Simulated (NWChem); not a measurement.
The numbers come from NWChem runs, not from measurements. System: ethylamine (C₂H₇N), charge 0, spin multiplicity 1, at a geometry optimised with B3LYP/def2-SVP. Level: CCSDT/STO-3G, 3 core orbitals frozen.

Input file:

```
start mol
memory heap 100 mb stack 700 mb global 1900 mb
geometry units angstroms nocenter noautoz noautosym
  C      1.189862     0.447027     0.011303
  C      0.040783    -0.549750    -0.100392
  N     -1.248409     0.128983     0.001725
  H      2.164973    -0.050799    -0.112107
  H      1.094044     1.233078    -0.753937
  H      1.192235     0.940224     0.998944
  H      0.190738    -1.357536     0.650916
  H      0.085684    -1.044018    -1.086936
  H     -2.013018    -0.537410    -0.109208
  H     -1.359664     0.529916     0.934784
end
basis spherical
  * library sto-3g
end
scf
  rhf
  nopen 0
  maxiter 100
  thresh 1e-7
  semidirect memsize 60000000 filesize 0
end
tce
  freeze core 3
  ccsdt
  2eorb
  2emet 13
  thresh 1e-6
  maxiter 100
  tilesize 24
end
task tce energy
```

Part of the output:

```
             Northwest Computational Chemistry Package (NWChem) 7.3.0
             --------------------------------------------------------

                                NWChem Input Module
                                -------------------

 Scaling coordinates for geometry "geometry" by  1.889725989
 (inverse scale =  0.529177249)

                             Geometry "geometry" -> ""
                             -------------------------

 Output coordinates in angstroms (scale by  1.889725989 to convert to a.u.)

  No.       Tag          Charge          X              Y              Z
 ---- ---------------- ---------- -------------- -------------- --------------
    1 C                    6.0000     1.18986200     0.44702700     0.01130300
    2 C                    6.0000     0.04078300    -0.54975000    -0.10039200
    3 N                    7.0000    -1.24840900     0.12898300     0.00172500
    4 H                    1.0000     2.16497300    -0.05079900    -0.11210700
    5 H                    1.0000     1.09404400     1.23307800    -0.75393700
    6 H                    1.0000     1.19223500     0.94022400     0.99894400
    7 H                    1.0000     0.19073800    -1.35753600     0.65091600
    8 H                    1.0000     0.08568400    -1.04401800    -1.08693600
    9 H                    1.0000    -2.01301800    -0.53741000    -0.10920800
   10 H                    1.0000    -1.35966400     0.52991600     0.93478400

 Effective nuclear repulsion energy (a.u.)      82.6529129475

            Nuclear Dipole moment (a.u.)
            ----------------------------
        X                 Y               Z
 ---------------- ---------------- ----------------
    -0.0000018897    -0.0000037795    -0.0000056692


 Summary of "ao basis" -> "" (spherical)
 ------------------------------------------------------------------------------
       Tag                 Description            Shells   Functions and Types
 ---------------- ------------------------------  ------  ---------------------
 *                           sto-3g                   on all atoms
[...]
     2   0 0 2    -14.096838      0.000000     14.752087

                   NWChem Extensible Many-Electron Theory Module
                   ---------------------------------------------


            General Information
            -------------------
      Number of processors :     1
         Wavefunction type : Restricted Hartree-Fock
          No. of electrons :    26
           Alpha electrons :    13
            Beta electrons :    13
           No. of orbitals :    44
            Alpha orbitals :    22
             Beta orbitals :    22
        Alpha frozen cores :     3
         Beta frozen cores :     3
     Alpha frozen virtuals :     0
      Beta frozen virtuals :     0
         Spin multiplicity : singlet
    Number of AO functions :    22
       Number of AO shells :    16
        Use of symmetry is : off
      Symmetry adaption is : off
         Schwarz screening : 0.10D-09

          Correlation Information
          -----------------------
          Calculation type : Coupled-cluster singles, doubles, & triples
   Perturbative correction : none
            Max iterations :      100
        Residual threshold : 0.10D-05
     T(0) DIIS level shift : 0.00D+00
     L(0) DIIS level shift : 0.00D+00
     T(1) DIIS level shift : 0.00D+00
     L(1) DIIS level shift : 0.00D+00
     T(R) DIIS level shift : 0.00D+00
     T(I) DIIS level shift : 0.00D+00
   CC-T/L Amplitude update :  5-th order DIIS
                I/O scheme : Global Array Library
        L-threshold :  0.10D-05
        EOM-threshold :  0.10D-05
 no EOMCCSD initial starts read in
 TCE RESTART OPTIONS
 SLICE:      F
 D4D5:       F
 quantumc:   F
 qrotation:  F
 pwtce:      F
 qducc:      F
 nacto:                         0
 nrotv:                         0
 nrot:                          0

            Memory Information
            ------------------
          Available GA space size is     249036316 doubles
          Available MA space size is     104856084 doubles

 Maximum block size supplied by input
 Maximum block size        24 doubles

 tile_dim =     10

 -------------------------------------------------

 Global array virtual files algorithm will be used

 Parallel file system coherency ......... OK

 4-electron integrals stored in orbital form

 v2    file size   =            49051
 4-index algorithm nr.  13 is used
 imaxsize =       30
 imaxsize ichop =        0
 IN MAPPING 1 for UCC(4),CCSDT,CCSDTQ


 CCSDT iterations
 --------------------------------------------------------
 Iter          Residuum       Correlation     Cpu    Wall
 --------------------------------------------------------
    1   0.1659555573777  -0.1501347281213     0.7     0.7
    2   0.0619691438948  -0.1846855625925     0.7     0.7
    3   0.0256665230857  -0.1958988839739     0.7     0.7
    4   0.0114072591313  -0.1999284797903     0.7     0.7
    5   0.0052693148354  -0.2015657526419     0.7     0.7
    6   0.0012596502457  -0.2027039963770     0.7     0.7
    7   0.0005382409754  -0.2027742340484     0.7     0.7
    8   0.0002544298205  -0.2027838567188     0.7     0.7
    9   0.0001302438499  -0.2027893837232     0.7     0.7
   10   0.0000674328374  -0.2027922832897     0.7     0.7
   11   0.0000165565803  -0.2027944156467     0.7     0.7
   12   0.0000079414949  -0.2027957899626     0.7     0.7
   13   0.0000043178094  -0.2027961203756     0.7     0.7
   14   0.0000024529692  -0.2027962361913     0.7     0.7
   15   0.0000014181904  -0.2027962847260     0.7     0.7
   16   0.0000002836194  -0.2027963268672     0.7     0.7
 --------------------------------------------------------
 Iterations converged
 CCSDT correlation energy / hartree =        -0.202796326867210
 CCSDT total energy / hartree       =      -132.815475245116829

 Singles contributions

 Doubles contributions

 Task  times  cpu:       11.5s     wall:       11.5s

 Total times  cpu:       11.5s     wall:       11.5s
```
